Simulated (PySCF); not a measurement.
H₄O₂Si.
Bonds: O1–Si2, Si2–O3. Hydrogens: H4 on O1; H5, H6 on Si2; H7 on O3.

A PySCF run (density fitting, gas phase, GFN2-xTB geometry) gave HOMO -12.10 eV, LUMO 3.74 eV, dipole 1.74 D.

Task: Which of these levels was it?
A. PBE0/def2-SVPD
B. PBE0/pcSseg-1
C. PW91/pcSseg-1
D. B97-D/ANO-RCC-VDZP
E. HF/cc-pVTZ

Result: E. It is HF/cc-pVTZ. All candidates on this geometry:

| level and settings | kind | basis functions | SCF cycles | E (Eh) | HOMO (eV) | LUMO (eV) | dipole (D) |
| --- | --- | --- | --- | --- | --- | --- | --- |
| B97-D/ANO-RCC-VDZP | GGA | 66 | 13 | -442.2503 | -7.00 | -0.39 | 1.61 |
| PW91/pcSseg-1, level shift 0.3 Eh | GGA | 78 | 13 | -442.3319 | -6.90 | -0.08 | 1.77 |
| PBE0/def2-SVPD | global hybrid | 102 | 13 | -441.9453 | -8.46 | 0.19 | 1.67 |
| PBE0/pcSseg-1 | global hybrid | 78 | 12 | -442.1109 | -8.38 | 0.93 | 1.82 |
| HF/cc-pVTZ | Hartree–Fock | 150 | 10 | -441.1609 | -12.10 | 3.74 | 1.74 |

The nearest other candidate, by the summed differences of HOMO and LUMO, is PBE0/pcSseg-1: its HOMO differs by +3.72 eV and its LUMO by -2.81 eV. B97-D ran without the empirical dispersion term, which would shift the total energy alone. Cycle counts include a coarse-grid stage where the run had one. ANO-RCC sets were contracted for a scalar-relativistic Hamiltonian, but ran non-relativistically here.

The values belong to the conformer `[OH:1][SiH2:2][OH:3]`: H–O1–Si2–O3 179°, H–O3–Si2–O1 17°.
